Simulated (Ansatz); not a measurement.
# How far each method lies from full CI for Si–BH₂, doublet

Geometry: a point of a stretch scan, not a stationary point.

```xyz
4

Si    0.0000    0.0000    0.5658
B     0.0000    0.0000   -1.1402
H     0.0000   -1.0258   -1.7680
H     0.0000    1.0258   -1.7680
```

Basis 6-31G; Ansatz 0.2.0. Correlated methods freeze the noble-gas cores, which leaves 9 electrons in 20 orbitals. R marks a restricted (for open shells ROHF) determinant, U an unrestricted one. Active spaces: valence = (9e, 10o) chosen from the atoms' valence shells; pair = (3e, 3o) about the gap.

Full CI is exact within this basis and frozen core; it isn't the basis-set limit. The frozen core follows each run's orbitals, which can shift R against U totals by a few meV.

For open shells CISD is restricted-active-space CI with the open shells as a complete middle space.

```
UHF ⟨S²⟩                          : 0.758
T1 diagnostic (RCCSD)             : 0.0214
largest doubles amplitude (RCCSD) : 0.085
T1 diagnostic (UCCSD)             : 0.0197
```

```
   level  E − E(RHF) (eV)
     UHF          -0.0228
    RMP2          -2.3148
    UMP2          -2.3192
   RCCSD          -3.0160
   UCCSD          -3.0164
RCCSD(T)          -3.0856
UCCSD(T)          -3.0857
```

Task: Estimate how far full CI in 6-31G lies from RCCSD(T). The table doesn't fix it; the size of (T) and the diagnostics are the guide.

Result: Full CI in 6-31G lies 0.53 kcal/mol below RCCSD(T), which is 33 % of the (T) step (-1.61 kcal/mol). The diagnostics give no warning, yet the rest is a sizeable part of (T).

The other levels:

| level | E − E(full CI) (kcal/mol) | share of correlation (%) | wall time |
| --- | --- | --- | --- |
| CISD | 5.86 | 91.83 | 0.57 s |
| BCCD(T) | 0.52 | 99.28 | 0.88 s |
| RCCSDT | 0.08 | 99.89 | – |
| UCCSDT | 0.08 | 99.89 | – |
| RCCSDT(Q) | 0.02 | 99.97 | 3.4 s |
| UCCSDT(Q) | 0.02 | 99.98 | 3.7 s |
| RCCSDTQ | 0.00 | 99.99 | 13 s (H100) |
| UCCSDTQ | 0.00 | 100.00 | 25 s (H100) |
| CASSCF (pair space) | 64.23 | 10.40 | – |
| NEVPT2 (pair space) | 16.70 | 76.71 | 0.33 s |
| MRCISD (pair space) | 4.80 | 93.31 | – |
| MRCISD+Q (pair space) | 0.67 | 99.07 | 0.57 s |
| CASSCF (valence space) | 24.88 | 65.29 | – |
| NEVPT2 (valence space) | 6.84 | 90.46 | 9 s (H100) |
| MRCISD (valence space) | 0.90 | 98.74 | – |
| MRCISD+Q (valence space) | 0.25 | 99.65 | 11 s (H100) |

The correlation energy at full CI, counted from RHF, is -3.108 eV. That run took 20 s on 2 threads of AMD EPYC 7R13 with a shared H100 80 GB, shared host over 18,783,488 determinants.

Times hold each run's SCF and search for its determinant on a shared host, so for small cases they say little of a method's own cost; rows without a card ran on 1 thread of AMD EPYC 7R13. Some runs computed forces too.

The full-CI state has the irrep B1 of C2v, in the program's axes.

Natural occupations of full CI about the gap: 1.974 1.962 1.959 1.931 0.987 0.054 0.028 0.023 0.021 0.021; effectively unpaired electrons, Σ n²(2−n)², 1.05.
